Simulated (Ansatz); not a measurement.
A search over several starts for the lowest SCF solution of Si(SiH3)2H2 (Si₃H₈) at the given spin, in a small basis.

```yaml
crystal:
  periodic: [false, false, false]
  atoms:
    - {symbol: Si, position_ang: [-0.808752, 0.030649, -0.573108]}
    - {symbol: Si, position_ang: [-0.813513, -0.024699, 1.771030]}
    - {symbol: H, position_ang: [-0.131383, -1.269432, 2.244878]}
    - {symbol: H, position_ang: [-2.207595, -0.000718, 2.311359]}
    - {symbol: H, position_ang: [-0.067741, 1.158864, 2.301080]}
    - {symbol: Si, position_ang: [1.401988, 0.001687, -1.354107]}
    - {symbol: H, position_ang: [2.087136, -1.239293, -0.875193]}
    - {symbol: H, position_ang: [2.137434, 1.189151, -0.818546]}
    - {symbol: H, position_ang: [1.449858, 0.035498, -2.848170]}
    - {symbol: H, position_ang: [-1.496162, 1.273000, -1.050379]}
    - {symbol: H, position_ang: [-1.551270, -1.154717, -1.108843]}
basis:
  gaussian: {orbitals: def2-SVP, initial_orbitals: start.molden}
hamiltonian: {xc: pbe0, dispersion: d4}
output: {orbitals: {seedname: orbitals}}
```

The file start.molden holds the orbitals of an earlier run on this structure, at another level or in another basis.

```sh
$ ansatz run in.yaml --threads 4 --pin off --events-out ev --progress --plain --max-ram 3916MiB
```

Shortened log:

```
Functional definition: PBE0
918 factors; integrals over basis functions are off by at most 1.2e-3 eV
mean field evaluation 1: about -23745.1106 eV, gradient 1.9e-1 eV
mean field evaluation 2: about -23745.1402 eV, gradient 1.3e-4 eV
mean field evaluation 4: about -23745.1402 eV, gradient 1.0e-5 eV
mean field evaluation 8: about -23745.1093 eV, gradient 6.4e-1 eV
mean field evaluation 16: about -23745.1402 eV, gradient 3.5e-5 eV
mean field -23745.14019323 eV, -872.6178070670 hartree, gradient 1.0e-5 eV, S^2 0.000000; 1 other end points of the search recorded, 0 dependent functions left out
reference -23745.14022388 eV, -872.6178081936 hartree; 25, 25 occupied and 69, 69 virtual orbitals, 918 factors
Total energy: -23745.34546871 eV, -872.6253508020 hartree
```

Hardware: 4 threads of Arm Neoverse V1 on a shared host. Wall time 1 s.
